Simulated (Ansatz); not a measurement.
System: fcc Pd. Method: r²SCAN (plane waves, PAW; Ansatz, an electronic-structure program).

A relaxed, unreconstructed slab of the (110) face has 12 atoms, two equal faces of 10.812 Å² each and an energy of -83826.4113 eV. A bulk cell of 2 atoms with the same orientation and in-plane k mesh has -13971.4795 eV. Energies are extrapolated to zero smearing.

Settings: plane-wave cutoff 500 eV, 14×20×1 k mesh (along the axes of the cell as run), Fermi–Dirac smearing 0.1 eV, scalar-relativistic PAW data made under PBE.

Worked out: γ = (E_slab − N E_bulk per atom)/2A = [-83826.4113 − 12 × (-13971.4795/2)]/(2 × 10.812) = 0.1140 eV/Å². With 16.022 J/m² per eV/Å² this is 1.83 J/m², or 1.23 eV per surface cell and face.
